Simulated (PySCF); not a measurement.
# How methods differ on the electron affinity of C

C⁻ [He] 2s2 2p3 (4S) → C [He] 2s2 2p2 (3P), as a difference of total energies. Computed with PySCF 2.14 in aug-cc-pVTZ-DK (5s4p3d2f, 46 functions), with the spin-free X2C one-electron Hamiltonian (Gaussian nucleus). Correlated levels: valence: 1s2 frozen. The calculations carry no spin-orbit coupling.

```csv
method,electron affinity (eV)
UHF,0.449
MP2 (valence),1.262
SCS-MP2 (valence),0.972
CCSD (valence),1.146
CCSD(T) (valence),1.216
```

Task: How much does correlation contribute at CCSD(T) (valence)?

Result: 1.216 − (0.449) = 0.767 eV, measured against UHF.

Errors of the correlated levels include the incompleteness of this basis and the frozen core.

For comparison: 1.262 eV (measured; photodetachment measurements, as compiled on the Wikipedia data page of electron affinities).
